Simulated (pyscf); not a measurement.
Addition across a multiple bond or ene-type step: HN=SiH–Cl (SMILES N=[SiH]Cl) + H₂ (SMILES [H][H]) -> H₂N–SiH₂–Cl (SMILES N[SiH2]Cl)

Gas phase, singlet surface, charge 0. Bonds broken: H6–H7. Bonds formed: N1–H6, Si2–H7. Optimised with ωB97X-D3(BJ)/def2-SVP in PySCF.

Transition state (Å):

```xyz
7

N     -0.4109    -0.1673    -0.1069
Si     0.8547    -0.0056     0.8798
Cl     1.6321    -1.4950     2.0669
H     -0.5612    -0.4915    -1.0524
H      1.9085     1.0392     0.8860
H     -0.7158     0.6152     1.2388
H     -0.2662     0.7974     2.0037
```

One imaginary mode, 1186i cm⁻¹; descent along it reached the two sides named.

```
bond    change  reactant side (Å)  saddle  product side
------  ------  -----------------  ------  ------------
H6–H7   breaks              0.761   0.906           2.9
N1–H6    forms                3.7   1.586         1.015
Si2–H7   forms                3.0   1.779         1.483
```

Electronic energies relative to the separated reactants (kJ/mol):

| level | barrier | reaction energy | reverse barrier |
|---|---|---|---|
| ωB97X-D3(BJ)/def2-TZVP | 94.3 | -255.1 | 349.5 |
| PBE/def2-TZVP | 84.0 | -223.8 | 307.8 |
| r²SCAN/def2-TZVP | 86.5 | -237.8 | 324.3 |
| B3LYP-D3(BJ)/def2-TZVP | 99.0 | -235.7 | 334.7 |
| PBE0-D3(BJ)/def2-TZVP | 79.4 | -253.6 | 333.0 |
| M06-2X/def2-TZVP | 93.6 | -249.3 | 342.9 |
| ωB97M-D3(BJ)/def2-TZVP | 94.3 | -246.8 | 341.0 |
| HF/def2-TZVP | 126.8 | -279.6 | 406.4 |

With ωB97M-D3(BJ)/def2-TZVP energies and thermal terms (ideal gas, 1 atm, RRHO with modes under 100 cm⁻¹ raised to 100, one conformer, R ln 2 for chiral ones without a mode under 150 cm⁻¹), in kJ/mol:

```json
[
 {"T (K)": "298", "ΔH‡": "98.4", "ΔG‡": "131.8", "ΔH": "-224.9", "ΔG": "-189.9"},
 {"T (K)": "600", "ΔH‡": "94.8", "ΔG‡": "167.2", "ΔH": "-227.9", "ΔG": "-153.0"},
 {"T (K)": "900", "ΔH‡": "93.8", "ΔG‡": "203.8", "ΔH": "-228.0", "ΔG": "-115.4"},
 {"T (K)": "1200", "ΔH‡": "94.3", "ΔG‡": "240.3", "ΔH": "-226.6", "ΔG": "-78.1"}
]
```

At the saddle there is also a short H–Si contact that neither side keeps. HN=SiH–Cl lies 110.3 kJ/mol over its isomer H₂N–Si:–Cl [singlet] (electronic energy, ωB97M-D3(BJ)/def2-TZVP). One saddle was located; it need not be the lowest between these sides.
